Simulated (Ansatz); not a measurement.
**K2CuVS4 (Fddd, No. 70; cell taken from a computed entry)**

These are r²SCAN (PAW; Ansatz, a program for electronic structure) values and carry that method's errors.

Settings: plane-wave cutoff 560 eV, 8×8×8 k mesh, Fermi–Dirac smearing 0.01 eV, no spin polarisation, scalar-relativistic PAW data made under PBE.

Cell (relaxed with PBEsol):

```cif
data_Cu8K16S32V8
_chemical_formula_sum 'K16 V8 Cu8 S32'
_space_group_name_H-M_alt 'Fddd :1'
_space_group_IT_number 70
_space_group_name_Hall 'F 2 2 -1d'
_cell_length_a 5.33977
_cell_length_b 12.75401
_cell_length_c 22.38872
_cell_angle_alpha 90.000
_cell_angle_beta 90.000
_cell_angle_gamma 90.000
loop_
_atom_site_label
_atom_site_type_symbol
_atom_site_symmetry_multiplicity
_atom_site_Wyckoff_symbol
_atom_site_fract_x
_atom_site_fract_y
_atom_site_fract_z
_atom_site_occupancy
K1 K 16 g 0.00000 0.00000 0.32086 1
V1 V 8 b 0.50000 0.50000 0.50000 1
Cu1 Cu 8 a 0.00000 0.00000 0.00000 1
S1 S 32 h 0.26674 0.09865 0.05538 1
```
(The calculation used a cell of 16 atoms; values per cell refer to that cell.)

For K2CuVS4 (Fddd, No. 70; cell taken from a computed entry), the band gap comes out as 1.44 eV (indirect), the smallest direct gap on the k points sampled is 1.69 eV and the Γ–Γ gap is 2.05 eV.

Note: cell and atoms aren't relaxed at this level (largest force component 0.06 eV/Å, pressure 1.2 GPa).
